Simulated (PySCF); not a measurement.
Method: TPSSh-D3(BJ)/def2-TZVP // BP86-D3(BJ)/def2-SVP (PySCF). All species are isolated molecules in the gas phase. 

Reference species (SMILES): `N` (neutral, multiplicity 1).

```yaml
HOMO–LUMO gap: 7.58 eV
HOMO: -6.91 eV
dipole_moment: 1.81 D
```

After one change: the HOMO–LUMO gap rises by 1.22 eV; the HOMO drops by 1.68 eV; the dipole moment rises by 2.18 D.

Task: What was changed between the two runs? The new species is one of these.
(A) `CC#N`
(B) `c1ccncc1`
(C) `[C-]#[S+]`
(D) `C=C`

Result: A, `CC#N`
